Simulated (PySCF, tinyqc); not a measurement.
RHF in the sto-3g basis, for BH, spin multiplicity 1, step by step. This run ends on a higher stationary point, not on the lowest solution. The lowest restricted solution is unstable here: a spin-polarised one lies 0.0110 hartree lower (PySCF). One step of it, computed by the program tinyqc.

Problem. Iteration 1: diagonalisation and new density. Diagonalise F' = X^T F X, C = X C', fill 3 alpha and 3 beta electrons from the bottom; D = 2 C_occ C_occ^T. Each column has its largest component positive (the first on a tie).

Fock matrix F (hartree), lower triangle:
```
            1B 1s      1B 2s     1B 2px     1B 2py     1B 2pz      2H 1s
1B 1s   -8.200718
1B 2s   -2.229911  -0.913559
1B 2px  -0.090961   0.027412  -0.344999
1B 2py   0.249845   0.045239  -0.017343  -0.303005
1B 2pz  -0.034052  -0.088509  -0.000884  -0.004591  -0.164786
2H 1s   -0.511417  -0.336019   0.029769   0.023290  -0.116857  -0.112806
```

X, lower triangle:
```
            1B 1s      1B 2s    1B 2px    1B 2py     1B 2pz     2H 1s
1B 1s    1.030315
1B 2s   -0.154014   1.155107
1B 2px   0.000000   0.000000  1.000000
1B 2py   0.000000   0.000000  0.000000  1.000000
1B 2pz  -0.012953   0.127855  0.000000  0.000000   1.129372
2H 1s    0.027904  -0.336304  0.000000  0.000000  -0.341662  1.250808
```

Give: F' = X^T F X; orbital energies; coefficients C; D after iteration 1.

Solution.

F' = X^T F X (hartree), lower triangle:
```
         1        2        3        4        5       6
1  -8.0454
2  -1.0928  -0.4422
3  -0.0971   0.0355  -0.3450
4   0.2512   0.0054  -0.0173  -0.3030
5  -0.0342  -0.0543  -0.0065  -0.0106  -0.1418
6  -0.0871  -0.1581   0.0258   0.0225  -0.0853  0.0636
```

orbital energies (hartree): MO1 -8.2099, MO2 -0.4072, MO3 -0.3317, MO4 -0.2703, MO5 -0.1287, MO6 0.1341

coefficients C:
```
            MO1      MO2      MO3      MO4      MO5      MO6
1B 1s    0.9984  -0.1974  -0.1030   0.1303   0.1082   0.1059
1B 2s    0.0050   0.7428   0.4398  -0.3528  -0.3942  -0.6800
1B 2px   0.0115  -0.6238   0.6017  -0.4863  -0.1079   0.0227
1B 2py  -0.0315   0.0459   0.6566   0.7485   0.0333   0.0669
1B 2pz   0.0064   0.2262   0.2485  -0.2176   0.9298  -0.6196
2H 1s   -0.0046   0.0496  -0.0609  -0.0673  -0.0430   1.3351
```

D after iteration 1, lower triangle:
```
          1B 1s    1B 2s   1B 2px   1B 2py   1B 2pz   2H 1s
1B 1s    2.0926
1B 2s   -0.3740   1.4903
1B 2px   0.1452  -0.3974   1.5026
1B 2py  -0.2164   0.6454   0.7322   0.8685
1B 2pz  -0.1277   0.5547   0.0170   0.3467   0.2260
2H 1s   -0.0162   0.0202  -0.1353  -0.0751  -0.0079  0.0124
```
